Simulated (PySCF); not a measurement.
Compound: BH2(OH).
Structure used (PBE0-D3(BJ)/def2-SVP), in Å, numbered top down from 1:
```
atom  x, y, z in Å
B1     0.2774    0.2896   -0.1136
H2     1.4432    0.4001   -0.4136
H3    -0.4808    1.2382   -0.0777
O4    -0.1523   -0.9486    0.1886
H5    -1.0875   -0.9793    0.4164
```

The calculation used TDDFT CAM-B3LYP/def2-SVPD, vertical, gas phase, core orbitals frozen in the response in PySCF.

Ground-to-excited transition dipoles (e·a0, same axes as the geometry; the sign carries no meaning), for the states with f of 0.002 or more among the lowest 8:

```json
{"state": "S2", "E (eV)": "7.905", "μx": "0.123", "μy": "-0.121", "μz": "-0.009"}
{"state": "S3", "E (eV)": "9.166", "μx": "0.058", "μy": "0.036", "μz": "0.236"}
{"state": "S4", "E (eV)": "9.211", "μx": "-0.578", "μy": "0.030", "μz": "0.139"}
{"state": "S5", "E (eV)": "9.386", "μx": "0.115", "μy": "0.072", "μz": "0.461"}
{"state": "S6", "E (eV)": "9.570", "μx": "0.123", "μy": "0.746", "μz": "-0.147"}
{"state": "S7", "E (eV)": "10.227", "μx": "-0.007", "μy": "0.277", "μz": "-0.041"}
{"state": "S8", "E (eV)": "10.531", "μx": "-0.283", "μy": "0.626", "μz": "-0.030"}
```

Problem. Work out the oscillator strengths.

Solution. f = (2/3) ΔE |μ|² with ΔE in hartree (27.2114 eV).

```csv
state,|μ|² (au),|μ| (D),f
S2,0.030,0.44,0.006
S3,0.060,0.62,0.014
S4,0.354,1.51,0.080
S5,0.231,1.22,0.053
S6,0.592,1.96,0.139
S7,0.078,0.71,0.020
S8,0.473,1.75,0.122
```

Problem. Label these states by symmetry in Cs.

Solution. Polarised normal to the mirror plane, so A″: S3 and S5. Polarised in the mirror plane, so A′: S2, S4, S6, S7 and S8.

Problem. What angle do the transition dipoles of S7 and S8 make?

Solution. |cos θ| = |μa·μb| / (|μa| |μb|) = 0.92, so θ ≈ 23° (taken between 0 and 90°, since the signs are arbitrary).

One conformer stands for the species.
